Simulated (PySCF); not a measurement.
Breaking a bond: SMILES O (H2O). The O1–H3 bond (O1 also carries H; H3 carries nothing else) is stretched with both fragments frozen at the PBE0/def2-TZVP optimised geometry.

Levels of theory: UHF/cc-pVTZ (PySCF); RHF/cc-pVTZ (PySCF); UKS-BHandHLYP = unrestricted BHandHLYP/cc-pVTZ in PySCF 2.14.0; RKS-BHandHLYP = PySCF 2.14.0 with restricted BHandHLYP/cc-pVTZ; UKS-r2SCAN = unrestricted r2SCAN/cc-pVTZ run with PySCF 2.14.0; RKS-r2SCAN = restricted r2SCAN/cc-pVTZ in PySCF.

Scanned distances (Å): 0.77, 0.83, 0.85, 0.91, 0.93, 0.96, 1.00, 1.01, 1.05, 1.12, 1.20, 1.30, 1.45, 1.56, 1.74, 1.94, 2.13, 2.38, 2.58, 2.85, 3.34.

Task: Where does the unrestricted solution first break spin symmetry (<S²> of 0.01 or more)?

Result: UHF: between 1.30 and 1.45 Å; UKS-BHandHLYP: between 1.45 and 1.56 Å; UKS-r2SCAN: between 1.56 and 1.74 Å.

```tsv
R / Å	<S²> UHF	E(RHF) − E(UHF) / kcal/mol	<S²> UKS-BHandHLYP	E(RKS-BHandHLYP) − E(UKS-BHandHLYP) / kcal/mol	<S²> UKS-r2SCAN	E(RKS-r2SCAN) − E(UKS-r2SCAN) / kcal/mol
0.77	0.00	0.0	0.00	0.0	0.00	0.0
0.83	0.00	0.0	0.00	0.0	0.00	0.0
0.85	0.00	0.0	0.00	0.0	0.00	0.0
0.91	0.00	0.0	0.00	0.0	0.00	0.0
0.93	0.00	0.0	0.00	0.0	0.00	0.0
0.96	0.00	0.0	0.00	0.0	0.00	0.0
1.00	0.00	0.0	0.00	0.0	0.00	0.0
1.01	0.00	0.0	0.00	0.0	0.00	0.0
1.05	0.00	0.0	0.00	0.0	0.00	0.0
1.12	0.00	0.0	0.00	0.0	0.00	0.0
1.20	0.00	0.0	0.00	0.0	0.00	0.0
1.30	0.00	0.0	0.00	0.0	0.00	0.0
1.45	0.34	3.7	0.00	0.0	0.00	0.0
1.56	0.58	13.0	0.13	0.5	0.00	0.0
1.74	0.79	32.8	0.49	7.5	0.31	2.1
1.94	0.90	55.1	0.73	20.0	0.57	9.2
2.13	0.95	74.3	0.86	32.8	0.74	17.1
2.38	0.98	95.7	0.94	48.0	0.87	27.1
2.58	0.99	109.9	0.97	58.3	0.93	34.0
2.85	1.00	125.4	0.99	69.5	0.97	41.3
3.34	1.00	145.8	1.00	83.8	1.00	—
```

A dash means that the run gave no value there, or that the column was ended at a point which the program doubted or which failed a test of continuity chosen for this set; such a test can also cut sound points.
